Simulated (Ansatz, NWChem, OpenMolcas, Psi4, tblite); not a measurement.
## A small benchmark: dipole moment

6 molecules; the dipole moment in D, computed less measured. Shapes, held fixed at every level: PBE0-D4/def2-TZVP; CS, SiS at the measured bond length. No vibrational averaging. Dipoles are compared by magnitude; molecules under 1 D, whose direction can flip, are left out. Programs: Ansatz 0.2.0, NWChem 7.3.0, OpenMolcas 26.06, Psi4 1.11, tblite 0.8.0. A level may come from different programs for different species; with the same settings they agree closely. Measured values: NIST CCCBDB.

Levels: A = GFN2-xTB; B = SVWN5/cc-pVTZ; C = revPBE/cc-pVTZ; D = TPSS/cc-pVTZ; E = BHLYP/cc-pVTZ.

| molecule | measured | A | B | C | D | E |
| --- | --- | --- | --- | --- | --- | --- |
| CS (carbon monosulfide) | 1.98 | -0.47 | +0.02 | -0.09 | -0.12 | -0.20 |
| HF (hydrogen fluoride) | 1.82 | +0.70 | +0.01 | -0.06 | -0.03 | +0.06 |
| NS (Mononitrogen monosulfide) | 1.81 | +0.16 | +0.07 | -0.07 | -0.09 | 0.00 |
| SiS (SMILES [Si-]#[S+]) | 1.73 | +2.43 | -0.19 | -0.26 | -0.22 | +0.28 |
| NClO (nitrosyl chloride) | 1.90 | -1.65 | -0.32 | -0.18 | -0.15 | -0.08 |
| CH4S (methanethiol) | 1.52 | +0.80 | +0.07 | +0.01 | +0.04 | +0.05 |

Task: Which level does best on this set, which worst, and which err to one side?

Result: 
```json
{"level": "GFN2-xTB", "kind": "semi-empirical", "mean error": "+0.328", "mean absolute error": "1.035", "worst case": "SiS"}
{"level": "SVWN5/cc-pVTZ", "kind": "LDA", "mean error": "-0.057", "mean absolute error": "0.113", "worst case": "NClO"}
{"level": "revPBE/cc-pVTZ", "kind": "GGA", "mean error": "-0.108", "mean absolute error": "0.112", "worst case": "SiS"}
{"level": "TPSS/cc-pVTZ", "kind": "meta-GGA", "mean error": "-0.095", "mean absolute error": "0.108", "worst case": "SiS"}
{"level": "BHLYP/cc-pVTZ", "kind": "global hybrid", "mean error": "+0.018", "mean absolute error": "0.112", "worst case": "SiS"}
```

On this set TPSS/cc-pVTZ has the smallest mean absolute error and GFN2-xTB the largest. GFN2-xTB is too high in 4 of 6; SVWN5/cc-pVTZ is too high in 4 of 6; revPBE/cc-pVTZ is too low in 5 of 6; TPSS/cc-pVTZ is too low in 5 of 6. The smallest two are near a tie. Open shells run unrestricted. The set is small.
